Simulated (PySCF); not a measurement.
Nitrogen sulfide cation, NS (charge +1).
InChI=1S/NS/c1-2/q+1

The closed-shell ground state was solved at several levels (PySCF, density fitting, gas phase, non-relativistic). Isolated species at its PBE0-D3(BJ)/def2-TZVP geometry, gas phase.

| level | basis functions | total energy (Eh) | HOMO (eV) | LUMO (eV) | gap (eV) |
| --- | --- | --- | --- | --- | --- |
| PBE0/pcSseg-2 | 79 | -452.3668 | -19.74 | -11.91 | 7.83 |
| wB97X-D/pcSseg-2 | 79 | -452.5459 | -21.74 | -10.02 | 11.72 |
| KT3/pcSseg-2 | 79 | -456.1992 | -18.27 | -13.03 | 5.24 |

(1) Estimate the row for B97-2/pcSseg-2, a basis of 79 functions; the other rows only guide the guess.

(2) Over all these levels, which gives the widest orbital gap and which the narrowest?

(3) In the pcSseg-2 basis, how does the gap go with the fixed share of exact exchange?

## Answers

(1) Total energy -452.5789 Eh, HOMO -19.47 eV, LUMO -12.03 eV, gap 7.44 eV.

(2) wB97X-D/pcSseg-2 (range-separated hybrid) has the widest, 11.72 eV, and KT3/pcSseg-2 (GGA) the narrowest, 5.24 eV. From the narrowest to the widest the HOMO moves by -3.47 eV and the LUMO by +3.01 eV.

(3) KT3 (0 %) 5.24 eV; B97-2 (21 %) 7.44 eV; PBE0 (25 %) 7.83 eV. Each rise in the share widens the gap here.

The pairwise dispersion term of wB97X-D wasn't added to the energies; at a given geometry it leaves orbitals and properties as they are.
